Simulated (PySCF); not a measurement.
tetrafluoroethylene (C₂F₄), SMILES FC(F)=C(F)F.

The structure is a stationary point at PBE-D3(BJ)/def2-SVP.

These are PBE-D3(BJ)/def2-SVP run with PySCF 2.14.0 values and carry that method's errors.

Harmonic, unscaled wavenumbers; measured fundamentals usually lie a few per cent lower.

Computed normal modes with their intensities:
```
mode  ν (cm⁻¹)  IR (km/mol)  moving atoms (share of kinetic energy)
----  --------  -----------  --------------------------------------
1          189          0.0                                 F 100 %
2          200          4.2                                  F 92 %
3          389          0.0                                 F 100 %
4          403          1.4                          C 76 %, F 24 %
5          478          0.0                                  C 93 %
6          532          0.0                          F 84 %, C 16 %
7          545          1.5                          F 84 %, C 16 %
8          784          0.0                                  F 96 %
9         1180        354.3                          C 60 %, F 40 %
10        1330        409.7                          C 68 %, F 32 %
11        1337          0.0                          C 79 %, F 21 %
12        1859          0.0                                  C 95 %
```
